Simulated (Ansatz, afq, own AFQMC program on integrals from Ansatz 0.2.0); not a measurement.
Integrals from Ansatz 0.2.0, then the random walk in our own AFQMC program (afq).

```yaml
crystal:
  periodic: [false, false, false]
  atoms:
    - {symbol: Ge, position_ang: [0.089701, 0.000000, 0.267788]}
    - {symbol: B, position_ang: [-0.586641, 0.000000, -1.550841]}
    - {symbol: H, position_ang: [-0.172356, 0.000000, -2.664818]}
basis:
  gaussian: {orbitals: cc-pVDZ}
magnetization: {spin_polarized: false, initial_magnetization: 2}
correlation: {method: ccsd_t, electrons: outside_noble_gas, hamiltonian_folder: ham}
```

```sh
$ ansatz run in.yaml --threads 1 --pin off --events-out ev --progress --plain --max-ram 1382MiB
```

afq runs on the folder ham with

```
--method phaseless --trial hf --walkers 160 --populations 1 --least-time 40 --time-step 0.005 --steps-per-block 5 --equilibration-blocks 400 --max-blocks 800 --target-error 0.00068 --factor-cut 0.1 --start spin_pure --seed 8060 --taylor-order 8
```

Times are imaginary, in 1/Eh. The walk had a cap of 90 s. Filled inner d shells are frozen with the cores.

```
orbitals 31  electrons 5 3  factors 32 of 506
reference energy -2100.50141131 Eh
CCSD correlation -0.16495304 Eh in 16 cycles, weight of the determinant in the CISD state 0.8583
energy of the start -2100.501419 Eh
 block  time / (1/Eh)  mean weight  energy / Eh
     1     0.025  0.9993  -2100.507669
     2     0.050  1.0004  -2100.513755
     3     0.075  1.0012  -2100.519185
     4     0.100  0.9999  -2100.525069
     5     0.125  1.0002  -2100.530726
     9     0.225  1.0009  -2100.552751
    91     2.275  1.0003  -2100.649039
   211     5.275  0.9995  -2100.670683
   331     8.275  1.0005  -2100.687467
   451    11.275  0.9996  -2100.655632
   571    14.275  0.9999  -2100.670718
   691    17.275  1.0002  -2100.682363
   811    20.275  1.0014  -2100.676442
   931    23.275  0.9988  -2100.672170
  1051    26.275  0.9999  -2100.676564
  1171    29.275  1.0002  -2100.684733
blocks merged  error / Eh  count
     1  0.000358  800
     2  0.000499  400
     4  0.000685  200
     8  0.000920  100
    16  0.001223  50
    32  0.001553  25
    64  0.002047  12
energy -2100.668072 +/- 0.001553 Eh
(rows thinned)
```

The run failed at least one of its tests; the cautions name the faults.

Against this walk (error 42.3 meV) on the same determinant: CCSD(T) 8.8 meV lower (within the noise), CCSDT(Q) 62.6 meV lower (within the noise), a separate phaseless walk with a CISD trial and standard settings 24.7 ± 43.4 meV lower (within the noise). The error is statistical and leaves out the bias of the constraint.

A setting was made bad on purpose (factor cut too coarse), so the walk's energy isn't to be trusted.

Cautions: constraint bias not in the error; error not settled; error above the target (42.3 against 18.5 meV); no relativity below Rb; no spin-orbit coupling; inner d shell frozen; lower spins were not checked; higher spins were not checked; a spin-contaminated unrestricted determinant lies lower (UHF 194 meV lower, ⟨S²⟩ 2.11); raised T1 diagnostic (T1 0.043, weight of the determinant 0.86, largest double 0.09); the sampling time fell short of the least asked; the coarse factor cut changes the integrals a little.

CCSDT and higher add their correlation energy to the determinant of the CCSD(T) run, since their own runs factorise the integrals more tightly (a shift of under 2 meV). A walk keeps the symmetry of its determinant, which the program's search chose and which needn't be the lowest solution, so a lower state of the same spin and another symmetry isn't excluded.
